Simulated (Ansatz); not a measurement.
A nudged elastic band was laid between two geometries of C2H7N2 (11 atoms, charge 1, multiplicity 1).

Level of theory: Ansatz, RKS PBE0/def2-SVP.

* movable images: 5
* climbing image: yes
* spring: 5.0 eV/Å²
* optimiser: quadratic models (default)
* start path: through a guess of the saddle point
* force threshold: 0.05 eV/Å
* iteration limit: 51
* end points: relaxed

Initial state:

```xyz
11
Properties=species:S:1:pos:R:3
C -0.674 1.546 0.102
N -0.516 0.099 0.058
C 0.624 -0.521 -0.078
N 0.794 -1.824 -0.120
H -1.124 1.845 1.059
H -1.320 1.878 -0.722
H 0.308 2.026 0.003
H -1.369 -0.453 0.140
H 1.523 0.100 -0.164
H 0.027 -2.488 -0.050
H 1.726 -2.209 -0.228
```

Final state:

```xyz
11
Properties=species:S:1:pos:R:3
C -0.674 1.546 0.102
N -0.516 0.099 0.058
C 0.624 -0.521 -0.078
N 0.793 -1.823 -0.120
H -1.123 1.845 1.059
H -1.320 1.878 -0.722
H 0.308 2.026 0.003
H -1.369 -0.453 0.140
H 1.523 0.100 -0.164
H 1.726 -2.209 -0.229
H 0.027 -2.487 -0.050
```

Question: Which bonds break or form, and what moves?

Answer: No bond is made or broken. The dihedral N2–C3–N4–H11 goes from -180 to 0°. The two ends are copies of one structure, up to a mirror image or an exchange of like atoms.

Question: What energy profile does the band end with?

Answer: The forces met the threshold. The highest image is number 3 of 0 to 6, 1.01 eV above the ends, which have the same energy within 2 meV. A vibrational analysis at the climbing image gives one clearly imaginary mode, 566i cm⁻¹: a first-order saddle point. Limits of this set-up: the dipole of an ion depends on the origin.

```json
{"image": "0", "path coordinate (Å)": "0.00", "energy (eV)": "0.00", "dihedral N2–C3–N4–H11 (°)": "-180"}
{"image": "1", "path coordinate (Å)": "0.64", "energy (eV)": "0.13", "dihedral N2–C3–N4–H11 (°)": "-163"}
{"image": "2", "path coordinate (Å)": "1.29", "energy (eV)": "0.71", "dihedral N2–C3–N4–H11 (°)": "-145"}
{"image": "3", "path coordinate (Å)": "1.93", "energy (eV)": "1.01", "dihedral N2–C3–N4–H11 (°)": "-121"}
{"image": "4", "path coordinate (Å)": "2.58", "energy (eV)": "0.71", "dihedral N2–C3–N4–H11 (°)": "-77"}
{"image": "5", "path coordinate (Å)": "3.22", "energy (eV)": "0.13", "dihedral N2–C3–N4–H11 (°)": "-23"}
{"image": "6", "path coordinate (Å)": "3.86", "energy (eV)": "0.00", "dihedral N2–C3–N4–H11 (°)": "0"}
```

Question: What is the geometry of the highest image?

Answer: 
```xyz
11
Properties=species:S:1:pos:R:3
C -0.658 1.567 0.111
N -0.491 0.125 0.135
C 0.572 -0.539 -0.138
N 0.539 -1.915 -0.058
H -0.949 1.912 1.113
H -1.457 1.823 -0.600
H 0.280 2.047 -0.192
H -1.299 -0.453 0.399
H 1.464 0.046 -0.426
H 0.771 -2.347 -0.958
H 1.228 -2.266 0.614
```

Question: What are the harmonic wavenumbers there?

Answer: 566i, 192, 268, 323, 582, 791, 834, 1002, 1025, 1137, 1173, 1207, 1238, 1384, 1413, 1446, 1446, 1475, 1584, 1804, 3084, 3129, 3191, 3221, 3496, 3504, 3568 cm⁻¹.

The run took 4.1 min on 1 thread of Intel(R) Xeon(R) Processor @ 2.50GHz (Skylake/Cascade Lake), on a shared host, peak memory 0.18 GiB.
